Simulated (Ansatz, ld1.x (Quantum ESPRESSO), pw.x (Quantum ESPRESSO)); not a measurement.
## From atom to crystal: TM potential for tellurium

Te (Z = 52), norm-conserving Troullier–Martins (Kleinman–Bylander form), made with ld1.x (Quantum ESPRESSO) 7.5 (PBEsol, scalar-relativistic). Core [Kr] 4d10, reference 5s2 5p4. Waves: 5p (bound): rc 2.15 bohr; 5d channel at 0.4 Ry: rc 1.95 bohr; 5s (bound): rc 1.65 bohr. Local part: the s channel. Core correction: a·sin(br)/r model core, default radius (core density twice the valence density).

Crystal test: bcc Te in pw.x 7.5, no spin, 12³ k-points, Fermi–Dirac smearing 0.01 Ry, cutoffs 70/280 Ry. The reference is all-electron LAPW (Ansatz 0.2.0) with the same functional, mesh and smearing; V0 and B0 come from Birch–Murnaghan fits to the pressures at five volumes. Errors are pseudo minus all-electron; Δ is the rms difference of the E(V) curves that follow from these fits, minima aligned, over ±6 % about the mean V0. Mesh and smearing are coarse, so the numbers serve the comparison and aren't converged zero-temperature values; the lattice is a test structure that the element need not adopt.

All-electron: a0 = 3.776 Å (V0 = 26.93 Å³/atom), B0 = 64.5 GPa.

Question: How far does the potential miss the all-electron equation of state?

Answer: converged, but broken (pressure over 100 GPa off). The pressure does not cross zero within the volumes sampled, so no fit is given. The pseudo pressure rises with volume over the whole range, a mechanical instability. Note: ghost state, extra bound levels that the all-electron valence spectrum of the same l lacks: d at -169.7 eV. A true bound ghost makes a file unfit for plane-wave use. A pressure error of this size marks a broken potential; the numbers have no physical meaning.

| V (Å³/atom) | P all-electron (GPa) | P pseudo (GPa) |
| --- | --- | --- |
| 25.579 | 3.77 | -512.09 |
| 26.252 | 1.75 | -499.29 |
| 26.925 | 0.01 | -486.84 |
| 27.598 | -1.49 | -474.82 |
| 28.271 | -2.78 | -463.45 |

Question: At the middle volume, how do free energy and pressure move when the wave cutoff is lowered (ecutrho kept at four times it)?

Answer:

```
cutoff (Ry)  shift of F (meV/atom)  shift of P (GPa)
         32              +367201.1          -5003.28
         42              +111625.6          -1586.99
         56               +30359.9           -131.22
```

The run at the middle volume (72 k-points, 8 iterations) took about 21 s on one core of a shared host (Neoverse-V1, 32 threads, 247 GiB, load 13).
